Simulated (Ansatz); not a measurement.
# Worked example: H$_{2}$Si–AlH$_{2}$⁺, triplet against H₂Si–AlH₂, doublet

Geometry (PBE0/def2-TZVP stationary point of a doublet), kept for both states (H2Si–AlH2, doublet: A'; H2Si–AlH2⁺, triplet: A'):

```tsv
atom	x (Å)	y (Å)	z (Å)
Si	0.0000	-0.0707	1.2015
Al	0.0000	0.0325	-1.2382
H	1.2043	0.4912	1.8823
H	-1.2043	0.4912	1.8823
H	0.0000	1.4238	-2.0084
H	0.0000	-1.3073	-2.0883
```

Basis cc-pVDZ; Ansatz 0.2.0. Only valence electrons are correlated (noble-gas cores frozen). R marks a restricted (for open shells ROHF) determinant, U an unrestricted one.

Full CI isn't at hand for all of this; UCCSDT(Q) serves as the reference, and is uncertain by the last step of the cluster series or more.

```csv
level,"E(H2Si–AlH2, doublet) (hartree)","E(H2Si–AlH2⁺, triplet) (hartree)"
UHF,-533.119255,-532.776583
UMP2,-533.271448,-532.908606
UCCSD(T),-533.317874,-532.955254
PBE,-533.944283,-533.586872
r2SCAN,-534.187225,-533.825161
UCCSDT(Q),-533.319135,-532.956754
```

Task: Give the vertical gap, H2Si–AlH2⁺ triplet less H2Si–AlH2 doublet, at each level in eV (1 hartree = 27.2114 eV), and each error against UCCSDT(Q).

Result: UCCSDT(Q): (-532.956754 − (-533.319135)) × 27.2114 = 9.861 eV (the reference)
r2SCAN: (-533.825161 − (-534.187225)) × 27.2114 = 9.852 eV, error -0.009 eV
PBE: (-533.586872 − (-533.944283)) × 27.2114 = 9.726 eV, error -0.135 eV
UCCSD(T): (-532.955254 − (-533.317874)) × 27.2114 = 9.867 eV, error 0.006 eV
UMP2: (-532.908606 − (-533.271448)) × 27.2114 = 9.873 eV, error 0.012 eV
UHF: (-532.776583 − (-533.119255)) × 27.2114 = 9.325 eV, error -0.536 eV

Total energies of functionals can't be set beside those of wave-function methods, since they hold the core's correlation and their own absolute errors; only the differences compare.

In so small a basis the reference is far from its limit while semilocal and hybrid functionals are nearer theirs, so the functionals' errors here hold much of the reference's basis and frozen-core error, which can add to them or hide them.

Each level lands on the state that its own search finds. T1 diagnostics of restricted CCSD: 0.019 and 0.030.
